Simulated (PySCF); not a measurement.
Level of theory and adiabatic energies of losing or gaining an electron: 2-propynyl

Structure: `C#C[CH2]` (C3H3•). The parent is a doublet.

All levels share the PBE0-D3(BJ)/ma-def2-SVP structures and the PBE0-D3(BJ)/ma-def2-SVP thermal terms; only the single-point energies (PySCF) change. Values are adiabatic energies of losing or gaining an electron (0 K, eV).

```csv
level,electron affinity to the singlet anion,ionisation energy to the singlet cation,mean abs. error,time
PBE0-D3(BJ)/cc-pVDZ,0.43,8.71,0.26,9.6 s
PBE0-D3(BJ)/def2-SVP,0.44,8.79,0.30,9.2 s
M06-L/ma-def2-TZVP (grid 3),0.78,8.61,0.10,2.1 min
PBE0-D3(BJ)/pcseg-2,0.79,8.80,0.13,26 s
PBE0-D3(BJ)/ma-def2-TZVP,0.84,8.78,0.09,–
"PBE0-D3(BJ)/6-311++G(2d,2p)",0.86,8.79,0.09,22 s
ATcT 1.112,0.92,8.67,,
```

Times are wall times for all single points of a level on 1 thread of Arm Neoverse V2, a shared host; the dash marks the run that also made the structures. M06-L ran on a slower path of this set-up, which computes the density-fitting integrals anew in every SCF cycle while the other levels store them. So the times needn't show the usual order of cost, and those levels read slower than they are.

The widest spread is that of electron affinity to the singlet anion: 0.43 eV, from 0.43 to 0.86.

Bases without diffuse functions serve anions poorly.
